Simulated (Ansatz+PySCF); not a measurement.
A calculation with PySCF 2.14.0.

```python
from pyscf import gto, scf, mp

mol = gto.M(atom="""
N 0.000000 0.461590 -0.417270
H 0.000000 1.406600 0.249220
O 0.000000 -0.579720 0.333960
""", basis='def2-svp', charge=0, spin=0)
mf = scf.RHF(mol)
mf.kernel()
pt = mp.MP2(mf, frozen=2).run()
print(mf.e_tot, pt.e_corr, pt.e_tot)
```

The script is written out from the run's settings.

The run gave:

```
Converged          : yes
Reference energy   : -129.65047 hartree
Correlation energy : -0.36801 hartree
Total energy       : -130.01848 hartree
```

Caution: an unrestricted determinant lies well below.
